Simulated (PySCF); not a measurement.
**SiB⁺: a composite coupled-cluster calculation**

State: ³Π, triplet, unpaired electrons σ ↑, π ↑. De refers to Si⁺ + B. ROHF-based CCSD(T) in PySCF 2.14 with Si cc-pV(T+d)Z, B cc-pVTZ and Si cc-pV(Q+d)Z, B cc-pVQZ (frozen core orbitals: 6; no relativity). Correlation energies are extrapolated as n⁻³ (n = 3, 4), Hartree–Fock as (n+1)·exp(−9√n). CV is the change on freezing 1 orbitals instead, in Si cc-pwCVTZ, B cc-pwCVTZ. SR is the spin-free X2C energy in Si cc-pVTZ-DK, B cc-pVTZ-DK less the non-relativistic one in Si cc-pVTZ, B cc-pVTZ.

| Level | Re (Å) | ωe (cm⁻¹) | ωexe (cm⁻¹) | αe (cm⁻¹) | De (eV) |
| --- | --- | --- | --- | --- | --- |
| CCSD(T)/TZ | 2.1184 | 511.9 | 5.54 | 0.00651 | 2.425 |
| CCSD(T)/QZ | 2.1083 | 520.0 | n/a | n/a | 2.486 |
| HF/CBS | 2.0163 | 699 | n/a | 0.00870 | 2.057 |
| MP2/CBS | 2.0781 | 581 | n/a | n/a | 2.504 |
| CCSD/CBS | 2.0864 | 525 | n/a | n/a | 2.389 |
| CCSD(T)/CBS | 2.1023 | 525.7 | n/a | 0.00649 | 2.525 |
| CCSD(T)/CBS+CV | 2.0947 | 531.1 | n/a | n/a | 2.532 |
| CCSD(T)/CBS+CV+SR | 2.0951 | 530.5 | n/a | n/a | 2.525 |

Q: How much is left between CCSD(T)/QZ and the basis-set limit, and how much do the triples give at the limit?

A: CCSD(T)/CBS less CCSD(T)/QZ: -6.0 mÅ in Re, +5.7 cm⁻¹ in ωe and +0.039 eV in De. CCSD(T)/CBS less CCSD/CBS: +15.9 mÅ in Re, +0.5 cm⁻¹ in ωe and +0.136 eV in De.

Q: What do the later terms add?

A: CV: -7.6 mÅ in Re, +5.4 cm⁻¹ in ωe and +0.007 eV in De; SR: +0.4 mÅ in Re, -0.6 cm⁻¹ in ωe and -0.007 eV in De, each against the row above.

The T1 diagnostic is 0.046, large enough to doubt a single reference. The state was picked by a PBE0 search and need not be the measured ground state. Spin–orbit coupling, excitations beyond (T) and corrections to the Born–Oppenheimer picture are left out.

The whole job (state search and all basis sets along the bond) took about 16 min on 4 threads of Arm Neoverse V1 (shared host), peak memory 9.4 GiB.
